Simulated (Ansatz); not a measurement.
Consider the formal hydrolysis of the Na–S bond: `[Na][SH]` + H₂O → `[OH][Na]` + H₂S.

Computed with Ansatz on PBE0-D4/def2-TZVP structures; ΔE is electronic, products minus reactants. CCSD(T)/CBS is the MP2 limit (def2-TZVPP, def2-QZVPP) plus CCSD(T) − MP2 in def2-TZVPP, frozen cores. This one scheme is used for every species. Functionals use def2-TZVPP. For Na outer-core shells are correlated without core-valence functions, which leaves a few kJ/mol of doubt a bond.

Is it downhill or uphill in electronic energy at CCSD(T)/CBS, and by how much? (Best estimate.)

Computed: Uphill: ΔE = +72.4 kJ/mol.

What do these levels give: r2SCAN-D4, PBE-QIDH, PBE, BHLYP, CAM-B3LYP, CCSD(T)/def2-TZVPP? (Estimate.)

Ansatz gave: r2SCAN-D4 73.6, PBE-QIDH 80.1, PBE 76.2, BHLYP 77.1, CAM-B3LYP 67.7, CCSD(T)/def2-TZVPP 74.2 kJ/mol.

Largest T1 diagnostic among the species: 0.012.

In def2-TZVPP, CCSD(T) changes the Hartree–Fock value by −12.3 kJ/mol (the triples alone add −0.1 kJ/mol) and MP2 by −14.7 kJ/mol. Leaving LDA and LC-ωPBE aside and taking each functional with its dispersion term where it has one, the values, not all of them listed here, spread over 15.0 kJ/mol, from BLYP-D4 to HSE06-D4. From r2SCAN to r2SCAN0 (25 % exact exchange), in def2-TZVPP and without D4, ΔE moves by +5.9 kJ/mol.
